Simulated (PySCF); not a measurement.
Gas-phase reaction: Al + NH2 + 4 H ⇌ AlH3.NH3

Energies from PySCF, thermal terms from the rigid-rotor harmonic-oscillator model, ideal gas at 1 bar. † marks an energy on the PBE0/def2-TZVP geometry and frequencies; other levels use their own. CCSD(T) freezes the core. 6-31G* has spherical d functions here. Open shells (unrestricted): Al (multiplicity 2, electronic degeneracy 6), NH2 (multiplicity 2), H (multiplicity 2); the rest are closed-shell singlets. Spin-orbit splitting is ignored; it lowers the true energy and changes the entropy of Al. B3LYP is the form with VWN-RPA correlation. Adducts (AlH3.NH3) have no counterpoise correction, and HF, PBE, BLYP, B3LYP and PBE0 lack dispersion. AlH3.NH3: computed as isolated molecules; such fragments, hydroxides, amides, oligomers or adducts are transient or little studied in the gas. CCSD(T) isn't extrapolated to the basis-set limit; its ΔH°(298 K) is -1370.1 kJ in def2-SVP and -1400.3 kJ in def2-TZVPP. The harmonic model lacks anharmonicity and excited electronic states, which grow with temperature; levels with a mode under 35 cm⁻¹ are left out.

| level | ΔE electronic, kJ | ΔH°(298 K), kJ | ΔS°(298 K), J/K | ΔG°(1000 K), kJ |
|---|---|---|---|---|
| B3LYP/6-31G* | -1477 | -1397 | -548 | -828 |
| CCSD(T)/def2-SVP† | -1449 | -1370 | -548 | -801 |
| HF/6-31G* | -1155 | -1070 | -549 | -499 |
| HF/def2-TZVP† | -1161 | -1082 | -548 | -514 |
| M06-2X/def2-TZVP† | -1484 | -1405 | -548 | -837 |
| PBE0/def2-QZVP† | -1453 | -1374 | -548 | -805 |
| PBE0/def2-SVP† | -1469 | -1390 | -548 | -821 |
| ωB97X-V/def2-TZVP† | -1504 | -1425 | -548 | -856 |
ΔH° is lowest at ωB97X-V/def2-TZVP† and highest at HF/6-31G*. No reference value is set beside these.
